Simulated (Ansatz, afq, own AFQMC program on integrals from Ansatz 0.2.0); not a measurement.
## Ga, doublet in aug-cc-pVTZ, levels against full CI

A free Ga atom.

Basis aug-cc-pVTZ. Noble-gas cores (and the filled d shells of Ga–Kr and In–Xe) are frozen. AFQMC by an in-house program on the Cholesky factors that Ansatz 0.2.0 writes for its CCSD(T) run. The CISD trial takes its coefficients from CCSD amplitudes. Released means that phaseless walkers are propagated on without the constraint, phases kept. Free projection: walkers drawn from exp(T), propagated without any constraint. Its projection time is finite, and what remains of the start isn't in its error. Uncertainties: one standard error, sampling alone. No spin–orbit coupling.

Determinant: UHF, the one that the program's search chose, which needn't be the lowest solution.

Full CI on the same integrals is exact in this basis and with this determinant's frozen core.

Cautions: no relativity below Rb; no spin-orbit coupling; inner d shell frozen.

* T1 diagnostic: 0.0140
* weight of the determinant in the CISD state: 0.943
* ⟨S²⟩ of the determinant: 0.763
* size of the correlated space: 3 electrons in 45 orbitals

Reference: full CI, correlation energy -1.305 eV. The released energy is read at 1.50 1/Eh (meV from the phaseless value at times in 1/Eh: -0.5 ± 0.5 at 0.24, -0.6 ± 0.5 at 0.50, -1.3 ± 0.3 at 1.00, -2.6 ± 1.5 at 1.50).

```csv
level,E − E(reference) (kJ/mol),share of correlation (%)
HF,126.0,0.00
MP2,37.5,70.24
CCSD,3.2,97.43
CCSD(T),0.9,99.32
ph-AFQMC/HF,6.4 ± 0.8,94.93
ph-AFQMC/CISD,0.2 ± 0.05,99.81
released AFQMC,0.0 ± 0.1,100.01
free AFQMC,0.0 ± 0.02,100.02
```

Free projections are given only where their last times agree within the noise and don't stop above the reference; a slow remainder of the start can still hide under it. A walk keeps the symmetry of its determinant, which the program's search chose and which needn't be the lowest solution, so a lower state of the same spin and another symmetry isn't excluded. Released energies are given only where the last usable release times agree within the noise; a slower fall can still hide under it.
